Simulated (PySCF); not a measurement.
Worked example for cyclobutanone: deprotonation at atom C3

Structure: `O=C1CCC1` (C4H6O). Atom numbers as in the mapped SMILES `[O:1]=[C:2]1[CH2:3][CH2:4][CH2:5]1`. These are map numbers, not IUPAC locants.

Energies: ωB97X-D3(BJ)/ma-def2-TZVP (PySCF, density fitting, integration grid level 2) on PBE0-D3(BJ)/ma-def2-SVP structures. The prefix ma- adds one diffuse s and one diffuse p function on all atoms but H. Thermal corrections: PBE0-D3(BJ)/ma-def2-SVP frequencies, unscaled, ideal gas at 298.15 K and 1 bar, quasi-RRHO entropy.

Step: `O=C1CCC1` → `[O-]C1=CCC1` + H⁺.

```
    species  charge  multiplicity       E / Eh
   O=C1CCC1       0             1  -231.413307
[O-]C1=CCC1      -1             1  -230.810824
```

Thermal terms, products less reactant: Δ(H − E) = -30.98 kJ/mol, Δ(G − E) = -61.79 kJ/mol (the bare proton has no electronic energy, H = 5/2 RT). 1 Eh = 2625.50 kJ/mol.

Question: What are ΔE, ΔH and ΔG of this step?

Answer: ΔE = 0.602483 Eh = 1581.82 kJ/mol; ΔH = 1550.8 kJ/mol; ΔG = 1520.0 kJ/mol, all in the gas phase at 298.15 K and 1 bar. The digits show the arithmetic; the method itself can be off by 10 kJ/mol or more.
